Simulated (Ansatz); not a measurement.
The input, for Ansatz 0.2.0:

```yaml
crystal:
  periodic: [false, false, false]
  atoms:
    - {symbol: B, position_ang: [0.000000, 0.000000, 1.119000]}
    - {symbol: Al, position_ang: [0.000000, 0.000000, -0.910400]}
    - {symbol: O, position_ang: [0.000000, 0.000000, -2.509300]}
    - {symbol: H, position_ang: [0.000000, 0.000000, 2.300700]}
basis:
  gaussian: {orbitals: cc-pVDZ}
total_charge: 1
magnetization: {spin_polarized: true, initial_magnetization: 2}
hamiltonian: {xc: {name: r2SCAN}}
```

```sh
$ ansatz run in.yaml --threads 1 --pin off --events-out ev --progress --plain --max-ram 2393MiB
```

Output:

```
600 factors; their error is unknown
mean field evaluation 1: about -9291.3625 eV, gradient 7.7e1 eV
mean field evaluation 2: about -8993.7511 eV, gradient 1.6e2 eV
mean field evaluation 4: about -9150.5123 eV, gradient 1.2e2 eV
mean field evaluation 8: about -9306.3902 eV, gradient 2.9e1 eV
mean field evaluation 16: about -9321.1455 eV, gradient 8.0e-1 eV
mean field evaluation 32: about -9321.1499 eV, gradient 2.1e-6 eV
mean field evaluation 64: about -9321.0976 eV, gradient 4.0e-1 eV
mean field -9321.14985752 eV, -342.5459391616 hartree, gradient 7.1e-6 eV, S^2 2.010158; 9 other end points of the search recorded, 0 dependent functions left out
reference -9321.14987315 eV, -342.5459397361 hartree; 14, 12 occupied and 37, 39 virtual orbitals, 600 factors
Total energy: -9321.14987315 eV, -342.5459397361 hartree
```

Ran on 1 thread of AMD EPYC 9R45, shared host: 6.5 s wall, 0.17 GiB peak host memory.
